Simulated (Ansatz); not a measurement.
Input file for Ansatz (a quantum-chemistry and plane-wave program): U-B3LYP/cc-pVTZ on ethanol (SMILES CCO), a point of a bond scan (R = 1.639 Å).

Ansatz 0.2 input:
```yaml
crystal:
  periodic: [false, false, false]
  atoms:
    - {symbol: C, position_ang: [-1.19870807, 0.14199361, 0.26380614]}
    - {symbol: C, position_ang: [0.06293393, -0.42920547, -0.36086495]}
    - {symbol: O, position_ang: [1.23309882, 0.30528049, -0.01232627]}
    - {symbol: H, position_ang: [-2.51945158, -0.69412956, -0.22886924]}
    - {symbol: H, position_ang: [-1.32566606, 1.18860747, -0.01689310]}
    - {symbol: H, position_ang: [-1.15705007, 0.08293868, 1.35507193]}
    - {symbol: H, position_ang: [0.17648705, -1.48647846, -0.08961519]}
    - {symbol: H, position_ang: [0.00552725, -0.37720409, -1.44899282]}
    - {symbol: H, position_ang: [1.32975984, 0.28858550, 0.94603633]}
basis:
  gaussian:
    orbitals: cc-pVTZ
hamiltonian:
  xc: {name: B3LYP}
magnetization: {spin_polarized: true, initial_magnetization: 0}
```

Question: What total energy does the run end on?

Answer: -155.0328 hartree.

Question: How many basis functions does it have, and what does it roughly cost on one machine?

Answer: 174 functions; very roughly 5 core-seconds.
